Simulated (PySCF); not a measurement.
Gas-phase reaction: 2 c-Si₃H₆ = 3 SiH₃ + 3 SiH

Energies from PySCF, thermal terms from the rigid-rotor harmonic-oscillator model, ideal gas at 1 bar. † marks an energy on the PBE0/def2-TZVP geometry and frequencies; other levels use their own. MP2 and CCSD(T) freeze the core. Open shells (unrestricted): SiH₃ (multiplicity 2), SiH (multiplicity 2, electronic degeneracy 4); the rest are closed-shell singlets. Spin-orbit splitting is ignored; it lowers the true energy and changes the entropy of SiH. c-Si₃H₆: computed as isolated molecules; such fragments, hydroxides, amides, oligomers or adducts are transient or little studied in the gas. MP2 isn't extrapolated to the basis-set limit; its ΔH°(298 K) is 1109.4 kJ in def2-SVP and 1187.4 kJ in def2-TZVPP. CCSD(T) isn't extrapolated to the basis-set limit; its ΔH°(298 K) is 1062.9 kJ in def2-SVP and 1135.8 kJ in def2-TZVPP. The harmonic model lacks anharmonicity and excited electronic states, which grow with temperature; levels with a mode under 35 cm⁻¹ are left out.

```
level               ΔE electronic, kJ  ΔH°(298 K), kJ  ΔS°(298 K), J/K  ΔG°(1400 K), kJ
------------------  -----------------  --------------  ---------------  ---------------
CCSD(T)/def2-SVP†                1100            1063              631              213
HF/def2-TZVP†                     830             794              631              -56
MP2/def2-TZVPP†                  1224            1187              631              337
PBE/def2-SVP                     1241            1206              628              362
PBE0/def2-QZVP†                  1234            1198              631              347
ωB97M-V/def2-TZVP†               1217            1181              631              330
```
ΔH° is lowest at HF/def2-TZVP† and highest at PBE/def2-SVP. No reference value is set beside these.
